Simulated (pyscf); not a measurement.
Optimised with ωB97X-D3(BJ)/def2-SVP in PySCF.

Q: For the elementary gas-phase step HO–InH–AsH₂ + hydrogen (H₂) -> H₂As–InH₂ + water (H₂O) (singlet surface; In–O, H–H broken, H–In, H–O formed), what barrier and reaction energy does HF/def2-TZVP give, measured from the separated reactants?

A: ΔE‡ = 28.0 kcal/mol, ΔE = +0.6 kcal/mol. ωB97M-D3(BJ)/def2-TZVP gives 18.1 kcal/mol and +4.2 kcal/mol. Zero-point energy shifts the barrier by +2.2 kcal/mol. It is a four-centre exchange, with an imaginary mode of 1218i cm⁻¹. On the product side the descent ends in an adduct with a In–O contact, 13.7 kcal/mol under the separated species and 25.4 kcal/mol under the saddle at ωB97X-D3(BJ)/def2-TZVP. What is counted as broken (In–O) persists as a longer contact in the product adduct; parting that adduct is a step of its own. At the saddle there is also a short H–In contact that neither side keeps. This is the saddle that the search found; another between the same sides may lie lower. Elements up to Kr have no core potential and no relativistic terms here. Elements past Kr carry the def2 core potentials, without spin-orbit coupling.
